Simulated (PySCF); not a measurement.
C4H5FO.
Numbering: `[CH3:1][O:2][C:3]1=[CH:4][C@@H:5]1[F:6]` (hydrogens: H7, H8, H9 on C1; H10 on C4; H11 on C5)

The calculation used PBE0-D3(BJ)/def2-SVP geometry optimisation, gas phase in PySCF.

Q: What internal coordinates does the optimisation give?

A: 
```tsv
bond	length (Å)
C1–O2	1.419
O2–C3	1.314
C3=C4	1.310
C4–C5	1.480
C5–F6	1.384
C3–C5	1.455
C1–H7, C1–H8, C1–H9	1.100
C4–H10	1.086
C5–H11	1.102
```

Bonds in one row agree within 0.01 Å and their mean is given. A selection of angles:
```tsv
angle	degrees
O2–C1–H7	106.7
O2–C1–H8	110.8
H7–C1–H8	109.7
C1–O2–C3	115.3
O2–C3–C4	148.8
O2–C3–C5	146.7
C4–C3–C5	64.4
C3–C4–C5	62.6
C3–C4–H10	151.5
C5–C4–H10	145.9
C4–C5–F6	119.7
C4–C5–H11	124.0
F6–C5–H11	107.7
C3–C5–C4	53.0
C3–C5–F6	118.8
C3–C5–H11	124.9
```

Torsions: C1–O2–C3–C4 178° (antiperiplanar); O2–C3–C4–C5 -177° (antiperiplanar); C3–C4–C5–F6 105° (anticlinal); O2–C3–C5–C4 177° (antiperiplanar).

The 3 C–C bonds span 1.310 Å (C3=C4, drawn double) to 1.480 Å (C4–C5, drawn single), a spread of 0.170 Å. The 2 C–O bonds span 1.314 Å (O2–C3, drawn single) to 1.419 Å (C1–O2, drawn single), a spread of 0.105 Å. Of the pairs four or more bonds apart, C5···H8 is among the closest relative to their van der Waals radii: 3.04 Å, 105 % of the sum of Bondi's values. The 3-membered ring C3–C4–C5 has internal angles of 53.0° to 64.4°.

Point group: C1 (no symmetry element, even within 0.4 Å). Not checked by PBE0-D3(BJ)/def2-SVP frequencies. One conformer, not necessarily the lowest.
